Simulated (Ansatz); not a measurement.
C6H8 can be A, `C=CCC#CC`, or B, `C=C(C)C#CC`.

Gas-phase electronic energies from Ansatz, PBE0-D4/def2-TZVP geometries. CCSD(T)/CBS is the MP2 limit (def2-TZVPP, def2-QZVPP) plus CCSD(T) − MP2 in def2-TZVPP, frozen cores. DFT in def2-TZVPP. B3LYP here is the variant with VWN-RPA as its local correlation; programs differ in this. One conformer a species, not always the lowest.

(1) Which isomer does CCSD(T)/CBS put lower? Give the gap. (An estimate is asked.)

(2) Give E(B) − E(A) in kJ/mol with MP2/def2-TZVPP, PBE0-D4, PBE-D4, HF/def2-TZVPP, B3LYP, ωB97M-V, CCSD(T)/def2-TZVPP. (An estimate is asked.)

Largest T1 diagnostic: 0.011.

Results:

(1) Computed: B, by 22.9 kJ/mol.

(2) The calculation gave: MP2/def2-TZVPP -27.3, PBE0-D4 -27.0, PBE-D4 -30.4, HF/def2-TZVPP -16.4, B3LYP -26.1, ωB97M-V -21.6, CCSD(T)/def2-TZVPP -23.3. None reverses the order clearly.

In def2-TZVPP, CCSD(T) changes the Hartree–Fock value by −6.9 kJ/mol (the triples alone add −2.5 kJ/mol) and MP2 by −10.9 kJ/mol. From PBE to PBE0 (25 % exact exchange), in def2-TZVPP and without D4, E(B) − E(A) moves by +3.2 kJ/mol.
